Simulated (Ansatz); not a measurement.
Reaction: C2H3O (SMILES C(=O)[CH2], doublet) → C2H3O (SMILES O1C[CH]1, doublet)
Each species at its own B3LYP-D3(BJ)/def2-TZVP minimum (Ansatz, a first-principles code).

Property: isomerisation energy (electronic), in kcal/mol. Radicals and triplets start from unrestricted determinants; spin-orbit coupling is neglected. CBS(X,Y): correlation extrapolated as X^-3, Hartree-Fock from the larger set. A bracket is a step between two methods taken in the basis named. The functionals are non-relativistic, so their misses hold any scalar relativity. Double hybrids freeze cores in their MP2 part. '+ core + X2C': CCSD(T) terms for core correlation (cc-pwCVTZ) and scalar relativity (cc-pVTZ-DK). The UHF reference of C2H3O ([CH2]C=O, doublet) is spin-contaminated (<S^2> up to 0.18 over the pure value in the sets run).

CCSD(T)/CBS(cc-pVTZ,cc-pVQZ) + [CCSDT(Q) - CCSD(T)]/cc-pVDZ + core + X2C (Ansatz) gives 35.1 kcal/mol.

What does PBE/def2-TZVPD (Ansatz) give here, and how do the other levels compare?

PBE gives 32.4 kcal/mol, 2.7 kcal/mol below it. Differences of the others: r2SCAN/def2-TZVPD (Ansatz) -0.7; B3LYP/def2-TZVPD (Ansatz) 2.1; PBE0/def2-TZVPD (Ansatz) -2.1; B2PLYP/def2-TZVPD (Ansatz) 0.4; CCSD(T)/CBS(cc-pVTZ,cc-pVQZ) + core + X2C (Ansatz) -0.3 kcal/mol.
